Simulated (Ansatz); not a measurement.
## How far each method lies from full CI for [H···H···SiH], doublet

Geometry: a point of a hydrogen-transfer path between rigid fragments, not a stationary point.

```csv
atom,x (Å),y (Å),z (Å)
H,-2.4053,0.0479,0.0000
H,-1.4183,0.0479,0.0000
Si,0.1187,0.0479,0.0000
H,0.5152,-1.4316,0.0000
```

Basis 6-31G; Ansatz 0.2.0. Only valence electrons are correlated (noble-gas cores frozen), which leaves 7 electrons in 14 orbitals. R marks a restricted (for open shells ROHF) determinant, U an unrestricted one. Active spaces: valence = (7e, 7o) chosen from the atoms' valence shells.

Full CI is exact within this basis and frozen core; it isn't the basis-set limit. The frozen core follows each run's orbitals, which can shift R against U totals by a few meV.

Unrestricted rows (U) aren't spin-pure: their determinants' ⟨S²⟩ exceeds S(S+1) by up to 0.51, so they mix in states of higher spin. For open shells CISD is restricted-active-space CI with the open shells as a complete middle space.

```
UHF ⟨S²⟩                          : 1.255
T1 diagnostic (RCCSD)             : 0.0316
largest doubles amplitude (RCCSD) : 0.150
T1 diagnostic (UCCSD)             : 0.0855
```

Question: From what is known of these methods and the diagnostics, rank them by the size of their error in total energy against full CI in 6-31G, smallest first (an estimate: the text doesn't fix the numbers).
A. NEVPT2 (valence space)
B. UCCSDT(Q)
C. CASSCF (valence space)
D. RHF
E. CISD

Answer: B (0.01 kcal/mol), E (3.48 kcal/mol), A (4.26 kcal/mol), C (14.61 kcal/mol), D (55.26 kcal/mol).

All errors are against full CI in 6-31G. Within each family the higher level lies nearer, as is usual though not guaranteed.

The full-CI state has the irrep A'' of Cs, in the program's axes.

Natural occupations of full CI about the gap: 1.972 1.961 1.858 0.996 0.131 0.035 0.020 0.007 0.006 0.005; effectively unpaired electrons, Σ n²(2−n)², 1.15.
